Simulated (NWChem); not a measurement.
# formaldehyde (CH2O); SMILES C=O

All runs: NWChem. The geometry was optimised at PBE-D3(BJ)/def2-SVP. Level MN15/def2-SVP: energy and gradient on several grids; changes count from the extra-fine grid, which is no exact limit either.

Q: Which is the coarsest grid (fine; xcoarse; medium; coarse; xfine) from which on the energy stays within 50 μHa and each gradient component within 100 μHa/bohr of xfine?

A: medium.
```tsv
grid	size of the energy change (μHa)	largest change of a gradient component (μHa/bohr)
xcoarse	4000	3000
coarse	< 10	200
medium	< 10	< 30
fine	< 10	< 30
xfine	< 10	< 30
```
